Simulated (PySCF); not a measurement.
# Butane, 1-chloro- (C4H9Cl): NMR shifts at several levels of theory, part 2 of 3

PySCF 2.14.0. Atoms count from 0.

### 6 NMR shieldings: BLYP/pcSseg-1

What the job is given:

```
{"job": {"kind": "nmr", "xc": "BLYP", "basis": "pcSseg-1", "pop": false}, "charge": 0, "multiplicity": 1}
C     -1.962884     0.003975    -0.280768
C     -0.487072    -0.024638    -0.645182
C      0.425657     0.049910     0.573235
C      1.889175    -0.043765     0.203764
Cl     2.945472     0.053112     1.645147
H     -2.233360    -0.854101     0.354608
H     -2.601069    -0.030111    -1.176421
H     -2.218454     0.919394     0.276379
H     -0.263393    -0.943869    -1.214927
H     -0.255896     0.813765    -1.325876
H      0.181541    -0.760879     1.280314
H      0.254316     0.994586     1.116390
H      2.188392     0.774543    -0.466572
H      2.118143    -0.995737    -0.296879
```

With the program's defaults for keys left out, this is: GIAO BLYP/pcSseg-1 NMR shielding, non-relativistic, gas phase.

Output:

```text
coarse grid: 11552 points
cycle   1  E = -617.7881651025  dE =  1.217e-01  |g| = 5.235e-01  |ddm| = 3.156e+00
cycle   2  E = -617.6874078522  dE =  1.008e-01  |g| = 8.051e-01  |ddm| = 1.249e+00
cycle   3  E = -617.8637380476  dE = -1.763e-01  |g| = 8.002e-02  |ddm| = 8.062e-01
cycle   4  E = -617.8652812241  dE = -1.543e-03  |g| = 2.923e-02  |ddm| = 1.406e-01
cycle   5  E = -617.8654412502  dE = -1.600e-04  |g| = 9.649e-03  |ddm| = 3.619e-02
cycle   6  E = -617.8654611139  dE = -1.986e-05  |g| = 3.465e-03  |ddm| = 9.936e-03
cycle   7  E = -617.8654639541  dE = -2.840e-06  |g| = 7.540e-04  |ddm| = 3.323e-03
final grid: 104928 points
cycle   8  E = -617.9091136353  dE = -2.935e-05  |g| = 9.900e-03  |ddm| = 2.806e-02
cycle   9  E = -617.9090616451  dE =  5.199e-05  |g| = 1.714e-02  |ddm| = 2.272e-02
cycle  10  E = -617.9091385452  dE = -7.690e-05  |g| = 1.295e-03  |ddm| = 1.609e-02
cycle  11  E = -617.9091389588  dE = -4.137e-07  |g| = 3.387e-04  |ddm| = 1.811e-03
cycle  12  E = -617.9091389853  dE = -2.647e-08  |g| = 8.245e-05  |ddm| = 3.156e-04
cycle  13  E = -617.9091389870  dE = -1.638e-09  |g| = 2.287e-05  |ddm| = 1.031e-04
cycle  14  E = -617.9091389871  dE = -1.152e-10  |g| = 5.926e-06  |ddm| = 2.385e-05
converged SCF energy = -617.9091389871

GIAO shielding tensors (ppm)
atom      isotropic    diamagn.    paramagn.     s11        s22        s33       span
  0 C      157.908     244.134     -86.226    145.876    150.578    177.270     31.394
  1 C      147.919     246.642     -98.723    137.165    146.074    160.517     23.351
  2 C      131.499     247.221    -115.722    104.025    127.435    163.036     59.011
  3 C      122.308     244.324    -122.015     89.746    121.111    156.067     66.321
  4 Cl     802.177    1145.075    -342.898    602.684    722.786   1081.060    478.376
  5 H       30.387      29.381       1.006     26.710     28.724     35.727      9.018
  6 H       30.107      27.839       2.267     25.951     27.592     36.777     10.826
  7 H       30.385      29.355       1.029     26.693     28.765     35.697      9.004
  8 H       30.233      31.515      -1.282     25.655     30.483     34.561      8.906
  9 H       30.167      31.436      -1.269     25.640     30.250     34.611      8.971
 10 H       29.868      31.435      -1.567     25.885     31.455     32.262      6.378
 11 H       29.813      31.363      -1.550     25.907     31.258     32.274      6.367
 12 H       28.055      29.020      -0.965     22.232     28.999     32.935     10.704
 13 H       28.061      29.044      -0.984     22.261     28.965     32.956     10.694
```

It took 13 s on 1 thread of Arm Neoverse V2, shared host; peak memory 0.6 GiB.

This run: δ C3 53.0, C2 43.8, C1 27.4, C0 17.4, H12 3.30, H10 1.52 ppm (means over like atoms).

### 7 NMR shieldings: BP86/pcSseg-1

Same as in step 6 but for these lines:

```diff
@@ -1,2 +1,2 @@
-{"job": {"kind": "nmr", "xc": "BLYP", "basis": "pcSseg-1", "pop": false}, "charge": 0, "multiplicity": 1}
+{"job": {"kind": "nmr", "xc": "BP86", "basis": "pcSseg-1", "pop": false}, "charge": 0, "multiplicity": 1}
 C     -1.962884     0.003975    -0.280768
```

Method: GIAO BP86/pcSseg-1 NMR shielding, non-relativistic, gas phase.

Output:

```text
coarse grid: 11552 points
cycle   1  E = -617.9495824653  dE =  1.242e-01  |g| = 4.859e-01  |ddm| = 3.140e+00
cycle   2  E = -617.8739436674  dE =  7.564e-02  |g| = 7.257e-01  |ddm| = 1.092e+00
cycle   3  E = -618.0151240348  dE = -1.412e-01  |g| = 7.131e-02  |ddm| = 6.830e-01
cycle   4  E = -618.0163546918  dE = -1.231e-03  |g| = 2.479e-02  |ddm| = 1.223e-01
cycle   5  E = -618.0164694521  dE = -1.148e-04  |g| = 7.871e-03  |ddm| = 3.137e-02
cycle   6  E = -618.0164826976  dE = -1.325e-05  |g| = 2.822e-03  |ddm| = 8.309e-03
cycle   7  E = -618.0164845767  dE = -1.879e-06  |g| = 6.722e-04  |ddm| = 2.757e-03
final grid: 104928 points
cycle   8  E = -618.0545276742  dE = -4.492e-05  |g| = 6.309e-03  |ddm| = 2.768e-02
cycle   9  E = -618.0545176144  dE =  1.006e-05  |g| = 8.300e-03  |ddm| = 1.165e-02
cycle  10  E = -618.0545351443  dE = -1.753e-05  |g| = 1.424e-03  |ddm| = 7.763e-03
cycle  11  E = -618.0545354992  dE = -3.549e-07  |g| = 4.091e-04  |ddm| = 1.950e-03
cycle  12  E = -618.0545355404  dE = -4.127e-08  |g| = 9.389e-05  |ddm| = 4.854e-04
cycle  13  E = -618.0545355426  dE = -2.145e-09  |g| = 1.327e-05  |ddm| = 8.855e-05
cycle  14  E = -618.0545355426  dE = -3.615e-11  |g| = 5.592e-06  |ddm| = 1.665e-05
converged SCF energy = -618.0545355426

GIAO shielding tensors (ppm)
atom      isotropic    diamagn.    paramagn.     s11        s22        s33       span
  0 C      163.053     245.572     -82.519    151.377    156.181    181.601     30.224
  1 C      154.094     247.824     -93.729    143.345    152.373    166.566     23.221
  2 C      138.132     248.500    -110.367    111.074    134.328    168.996     57.922
  3 C      128.157     245.364    -117.207     95.590    126.890    161.991     66.402
  4 Cl     818.374    1144.917    -326.543    626.034    746.302   1082.786    456.752
  5 H       30.313      29.258       1.054     26.434     28.583     35.921      9.487
  6 H       30.039      27.843       2.196     25.694     27.386     37.036     11.342
  7 H       30.310      29.235       1.075     26.417     28.623     35.890      9.473
  8 H       30.169      31.459      -1.290     25.390     30.332     34.785      9.394
  9 H       30.102      31.385      -1.283     25.372     30.100     34.834      9.462
 10 H       29.794      31.357      -1.563     25.576     31.325     32.481      6.905
 11 H       29.739      31.290      -1.551     25.599     31.126     32.491      6.892
 12 H       27.973      28.872      -0.899     22.032     28.944     32.944     10.912
 13 H       27.979      28.892      -0.913     22.064     28.908     32.965     10.901
```

It took 13 s on 1 thread of Arm Neoverse V2, shared host; peak memory 0.6 GiB.

Key values: δ C3 51.6, C2 41.6, C1 25.6, C0 16.7, H12 3.29, H10 1.50 ppm (means over like atoms).

### 8 NMR shieldings: OPBE/pcSseg-1

Same as in step 7 but for these lines:

```diff
@@ -1,2 +1,2 @@
-{"job": {"kind": "nmr", "xc": "BP86", "basis": "pcSseg-1", "pop": false}, "charge": 0, "multiplicity": 1}
+{"job": {"kind": "nmr", "xc": "OPBE", "basis": "pcSseg-1", "pop": false}, "charge": 0, "multiplicity": 1}
 C     -1.962884     0.003975    -0.280768
```

Level: GIAO OPBE/pcSseg-1 NMR shielding, non-relativistic, gas phase.

Output:

```text
coarse grid: 11552 points
cycle   1  E = -617.8558110105  dE =  1.031e-01  |g| = 4.463e-01  |ddm| = 3.130e+00
cycle   2  E = -617.8035293528  dE =  5.228e-02  |g| = 6.378e-01  |ddm| = 1.114e+00
cycle   3  E = -617.9133784684  dE = -1.098e-01  |g| = 6.589e-02  |ddm| = 6.404e-01
cycle   4  E = -617.9144337272  dE = -1.055e-03  |g| = 1.878e-02  |ddm| = 1.042e-01
cycle   5  E = -617.9145042855  dE = -7.056e-05  |g| = 6.238e-03  |ddm| = 2.497e-02
cycle   6  E = -617.9145126851  dE = -8.400e-06  |g| = 2.308e-03  |ddm| = 7.027e-03
final grid: 104928 points
cycle   7  E = -617.9242296398  dE = -1.591e-04  |g| = 1.708e-02  |ddm| = 5.524e-02
cycle   8  E = -617.9242060872  dE =  2.355e-05  |g| = 1.778e-02  |ddm| = 3.272e-02
cycle   9  E = -617.9242739841  dE = -6.790e-05  |g| = 3.428e-03  |ddm| = 1.929e-02
cycle  10  E = -617.9242767853  dE = -2.801e-06  |g| = 7.514e-04  |ddm| = 3.189e-03
cycle  11  E = -617.9242769262  dE = -1.408e-07  |g| = 1.629e-04  |ddm| = 7.711e-04
cycle  12  E = -617.9242769328  dE = -6.679e-09  |g| = 4.477e-05  |ddm| = 2.390e-04
cycle  13  E = -617.9242769334  dE = -5.199e-10  |g| = 1.314e-05  |ddm| = 6.336e-05
converged SCF energy = -617.9242769334

GIAO shielding tensors (ppm)
atom      isotropic    diamagn.    paramagn.     s11        s22        s33       span
  0 C      168.567     245.843     -77.276    157.675    161.721    186.304     28.630
  1 C      160.359     247.931     -87.572    150.208    158.588    172.282     22.074
  2 C      146.908     248.694    -101.786    122.870    142.976    174.879     52.008
  3 C      135.519     245.122    -109.603    104.341    133.872    168.343     64.002
  4 Cl     835.656    1145.263    -309.607    659.352    760.331   1087.286    427.934
  5 H       30.304      29.131       1.173     26.321     28.521     36.069      9.749
  6 H       30.022      27.927       2.095     25.606     27.288     37.171     11.565
  7 H       30.297      29.111       1.185     26.298     28.561     36.032      9.734
  8 H       30.139      31.353      -1.215     25.213     30.216     34.987      9.774
  9 H       30.076      31.295      -1.219     25.198     29.987     35.044      9.847
 10 H       29.771      31.226      -1.455     25.283     31.221     32.810      7.528
 11 H       29.721      31.173      -1.452     25.311     31.026     32.826      7.515
 12 H       27.991      28.635      -0.644     21.991     28.906     33.077     11.086
 13 H       27.999      28.649      -0.650     22.026     28.871     33.100     11.073
```

Run time: 13 s. Hardware: 1 thread of Arm Neoverse V2, shared host; peak memory 0.6 GiB.

In short: δ C3 49.6, C2 38.2, C1 24.8, C0 16.6, H12 3.23, H10 1.48 ppm (means over like atoms).

### 9 Shielding tensors: KT2/pcSseg-1

Same as in step 8 but for these lines:

```diff
@@ -1,2 +1,2 @@
-{"job": {"kind": "nmr", "xc": "OPBE", "basis": "pcSseg-1", "pop": false}, "charge": 0, "multiplicity": 1}
+{"job": {"kind": "nmr", "xc": "KT2", "basis": "pcSseg-1", "pop": false}, "charge": 0, "multiplicity": 1}
 C     -1.962884     0.003975    -0.280768
```

Level: GIAO KT2/pcSseg-1 NMR shielding, non-relativistic, gas phase.

Output:

```text
coarse grid: 11552 points
cycle   1  E = -624.0882059585  dE =  1.542e-01  |g| = 4.650e-01  |ddm| = 3.128e+00
cycle   2  E = -624.0367643573  dE =  5.144e-02  |g| = 6.393e-01  |ddm| = 1.065e+00
cycle   3  E = -624.1464500089  dE = -1.097e-01  |g| = 7.280e-02  |ddm| = 6.330e-01
cycle   4  E = -624.1476898806  dE = -1.240e-03  |g| = 1.723e-02  |ddm| = 1.066e-01
cycle   5  E = -624.1477569136  dE = -6.703e-05  |g| = 5.326e-03  |ddm| = 2.412e-02
cycle   6  E = -624.1477629406  dE = -6.027e-06  |g| = 2.161e-03  |ddm| = 6.411e-03
final grid: 104928 points
cycle   7  E = -624.1568842320  dE = -1.248e-04  |g| = 2.329e-02  |ddm| = 4.509e-02
cycle   8  E = -624.1566580938  dE =  2.261e-04  |g| = 3.593e-02  |ddm| = 5.503e-02
cycle   9  E = -624.1569859169  dE = -3.278e-04  |g| = 4.096e-03  |ddm| = 4.077e-02
cycle  10  E = -624.1569900368  dE = -4.120e-06  |g| = 1.203e-03  |ddm| = 5.004e-03
cycle  11  E = -624.1569904145  dE = -3.776e-07  |g| = 1.428e-04  |ddm| = 1.136e-03
cycle  12  E = -624.1569904191  dE = -4.647e-09  |g| = 3.405e-05  |ddm| = 1.567e-04
cycle  13  E = -624.1569904194  dE = -2.751e-10  |g| = 1.117e-05  |ddm| = 4.054e-05
converged SCF energy = -624.1569904194

GIAO shielding tensors (ppm)
atom      isotropic    diamagn.    paramagn.     s11        s22        s33       span
  0 C      166.692     246.235     -79.543    154.948    159.757    185.370     30.422
  1 C      157.822     248.704     -90.882    146.826    156.741    169.900     23.074
  2 C      141.652     249.345    -107.694    114.409    138.324    172.222     57.813
  3 C      133.336     246.230    -112.894    102.174    132.488    165.345     63.171
  4 Cl     833.955    1146.830    -312.875    648.850    768.482   1084.533    435.683
  5 H       30.235      29.310       0.924     26.336     28.453     35.915      9.579
  6 H       29.920      27.788       2.132     25.520     27.264     36.976     11.456
  7 H       30.232      29.286       0.946     26.319     28.494     35.883      9.565
  8 H       30.091      31.581      -1.490     25.306     30.178     34.788      9.481
  9 H       30.021      31.505      -1.484     25.282     29.945     34.836      9.554
 10 H       29.734      31.511      -1.777     25.576     31.152     32.473      6.897
 11 H       29.675      31.442      -1.767     25.592     30.952     32.481      6.888
 12 H       27.890      28.989      -1.099     21.912     28.811     32.947     11.035
 13 H       27.895      29.009      -1.114     21.946     28.773     32.967     11.021
```

It took 13 s on 1 thread of Arm Neoverse V2, shared host; peak memory 0.6 GiB.

This run: δ C3 49.9, C2 41.6, C1 25.4, C0 16.5, H12 3.29, H10 1.47 ppm (means over like atoms).

### 10 Shielding tensors: KT3/pcSseg-1

Same as in step 9 but for these lines:

```diff
@@ -1,2 +1,2 @@
-{"job": {"kind": "nmr", "xc": "KT2", "basis": "pcSseg-1", "pop": false}, "charge": 0, "multiplicity": 1}
+{"job": {"kind": "nmr", "xc": "KT3", "basis": "pcSseg-1", "pop": false}, "charge": 0, "multiplicity": 1}
 C     -1.962884     0.003975    -0.280768
```

Level: GIAO KT3/pcSseg-1 NMR shielding, non-relativistic, gas phase.

Output:

```text
coarse grid: 11552 points
cycle   1  E = -623.5944152622  dE =  1.305e-01  |g| = 4.775e-01  |ddm| = 3.138e+00
cycle   2  E = -623.5407698751  dE =  5.365e-02  |g| = 6.537e-01  |ddm| = 1.171e+00
cycle   3  E = -623.6568499718  dE = -1.161e-01  |g| = 7.606e-02  |ddm| = 6.842e-01
cycle   4  E = -623.6582200283  dE = -1.370e-03  |g| = 1.612e-02  |ddm| = 1.076e-01
cycle   5  E = -623.6582782134  dE = -5.819e-05  |g| = 5.558e-03  |ddm| = 2.282e-02
cycle   6  E = -623.6582849970  dE = -6.784e-06  |g| = 2.130e-03  |ddm| = 6.564e-03
final grid: 104928 points
cycle   7  E = -623.6632638897  dE = -1.591e-04  |g| = 1.861e-02  |ddm| = 4.804e-02
cycle   8  E = -623.6631879587  dE =  7.593e-05  |g| = 2.300e-02  |ddm| = 3.903e-02
cycle   9  E = -623.6633046652  dE = -1.167e-04  |g| = 5.397e-03  |ddm| = 2.940e-02
cycle  10  E = -623.6633124337  dE = -7.768e-06  |g| = 8.124e-04  |ddm| = 5.652e-03
cycle  11  E = -623.6633126097  dE = -1.760e-07  |g| = 1.071e-04  |ddm| = 1.091e-03
cycle  12  E = -623.6633126122  dE = -2.553e-09  |g| = 4.265e-05  |ddm| = 1.353e-04
cycle  13  E = -623.6633126127  dE = -4.658e-10  |g| = 7.359e-06  |ddm| = 4.220e-05
converged SCF energy = -623.6633126127

GIAO shielding tensors (ppm)
atom      isotropic    diamagn.    paramagn.     s11        s22        s33       span
  0 C      165.070     245.382     -80.311    153.748    157.942    183.520     29.772
  1 C      156.081     247.914     -91.833    145.512    154.705    168.027     22.515
  2 C      141.498     248.540    -107.042    116.108    137.774    170.613     54.505
  3 C      132.100     245.319    -113.218    101.434    130.876    163.991     62.557
  4 Cl     830.084    1146.910    -316.826    648.617    754.361   1087.273    438.656
  5 H       30.372      29.437       0.935     26.575     28.638     35.904      9.329
  6 H       30.067      27.904       2.163     25.807     27.466     36.928     11.121
  7 H       30.368      29.413       0.954     26.554     28.679     35.869      9.315
  8 H       30.218      31.680      -1.463     25.522     30.329     34.802      9.280
  9 H       30.153      31.608      -1.455     25.503     30.101     34.855      9.352
 10 H       29.862      31.597      -1.736     25.686     31.315     32.585      6.899
 11 H       29.809      31.530      -1.721     25.708     31.122     32.596      6.888
 12 H       28.066      29.029      -0.964     22.173     28.940     33.083     10.910
 13 H       28.072      29.051      -0.979     22.206     28.906     33.105     10.899
```

It took 13 s on 1 thread of Arm Neoverse V2, shared host; peak memory 0.6 GiB.

In short: δ C3 50.2, C2 40.8, C1 26.2, C0 17.2, H12 3.25, H10 1.48 ppm (means over like atoms).

(Continued in part 3 of 3.)
